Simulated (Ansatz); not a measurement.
Geometry optimisation, Ansatz 0.2.0, UKS BHLYP-D4/def2-mTZVP.

input.yaml

```yaml
crystal:
  periodic: [false, false, false]
  atoms:
    - { symbol: Cl, position_ang: [0.623676, -1.758415, -1.555435] }
    - { symbol: Si, position_ang: [0.159153, -0.224231, -0.203776] }
    - { symbol: H, position_ang: [-1.252404, -0.496697, -0.152605] }
    - { symbol: H, position_ang: [0.493814, 1.080824, -0.776431] }
    - { symbol: H, position_ang: [-0.877224, 1.833796, 1.620274] }
    - { symbol: H, position_ang: [0.852986, -0.435277, 1.067972] }
magnetization:
  spin_polarized: true
  initial_magnetization: 1
basis:
  gaussian: { orbitals: def2-mTZVP }
hamiltonian:
  xc: { name: BHLYP }
  dispersion: d4
relax:
  f_tol: 0.03
  max_steps: 50
output:
  orbitals: {}
```

Command:

```bash
$ ansatz run input.yaml --threads 2 --pin off --max-ram 3072MiB --backend cpu --events-out ev --progress --plain --runs-dir out
```

Problem. Where does it end, and by what steps?

Solution. The forces met the threshold. After 3 steps the energy has fallen by 0.123 eV; H5 moved furthest, 0.14 Å.

| step | energy less start (eV) | largest force component (eV/Å) | accepted |
| --- | --- | --- | --- |
| 0 | 0.0000 | 0.739 | yes |
| 1 | -0.1022 | 0.339 | yes |
| 2 | -0.1194 | 0.205 | yes |
| 3 | -0.1227 | 0.022 | yes |

```xyz
6
Properties=species:S:1:pos:R:3
Cl 0.761 -1.756 -1.575
Si 0.141 -0.292 -0.257
H -1.308 -0.416 -0.078
H 0.478 1.018 -0.823
H -0.906 1.935 1.714
H 0.834 -0.489 1.019
```

The run took 3.7 s on 2 threads of Intel(R) Xeon(R) Platinum 8488C (Sapphire Rapids), on a shared host, peak memory 0.15 GiB.
